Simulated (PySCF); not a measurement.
Si(Cl)4 cation (Cl4Si), SMILES Cl[Si](Cl)(Cl)Cl (connectivity only; charge and spin as stated), charge +1, multiplicity 2. Atoms are numbered in the order given.

```xyz
5

Cl     1.1979    -1.1979     1.1185
Si     0.0000     0.0000     0.0000
Cl     1.1979     1.1979    -1.1185
Cl    -1.1979    -1.1979    -1.1185
Cl    -1.1979     1.1979     1.1185
```
Charge +1, spin multiplicity 2.

Geometry optimised at PBE0-D3(BJ)/def2-SVP. The geometry has at least one imaginary mode, so it is a saddle point at that level. The spin state was assumed, not searched. The isomer is the one that the SMILES or the coordinates give; other isomers of the formula were not compared.

These are PBE0/pcH-1 (PySCF) values and carry that method's errors.

Unrestricted Kohn–Sham, ⟨S²⟩ = 0.754. Hyperfine tensors hold the contact and dipolar terms, without spin-orbit corrections.

Problem. Estimate the hyperfine couplings. (The exact figures need the calculation; the answer reports its results.)

Solution. 
| nucleus | A(iso) (MHz) | A(iso) (G) | dipolar principal values (MHz) |
|---|---|---|---|
| 35Cl no. 1 | 5.7 | 2.0 | -49.0, -47.4, 96.3 |
| 29Si no. 2 | 30.9 | 11.0 | -0.7, 0.4, 0.4 |
| 35Cl no. 3 | 5.7 | 2.0 | -49.0, -47.4, 96.3 |
| 35Cl no. 4 | 5.7 | 2.0 | -49.0, -47.4, 96.3 |
| 35Cl no. 5 | 5.7 | 2.0 | -49.0, -47.4, 96.3 |
